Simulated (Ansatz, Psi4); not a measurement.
C2H3Cl (SMILES C=CCl): the vertical energy of the triplet above the singlet from total energies

C2H3Cl: 6 atoms, total charge 0, spin state singlet. SMILES: `C=CCl`. Geometry: relaxed at PBE0-D4/def2-TZVP.

Both states at this one shape; open shells run unrestricted unless said. 1 Eh = 27.2114 eV.

```tsv
level	program	singlet C2H3Cl (Eh)	triplet C2H3Cl (Eh)
B3LYP/6-31G* (Cartesian functions)	Psi4	-538.184889	-538.025484
BCCD(T)/def2-SVPD, 7 core orbitals frozen	Ansatz	-537.234047	-537.070659
```

Task: Work out the vertical gap, second state less first, at each level.

Result: 
1. B3LYP/6-31G* (Cartesian functions): -538.025484 − (-538.184889) = 0.159405 Eh = 4.34 eV.
2. BCCD(T)/def2-SVPD: -537.070659 − (-537.234047) = 0.163388 Eh = 4.45 eV.

No measured value is set beside it here; the levels span 4.34 to 4.45 eV.
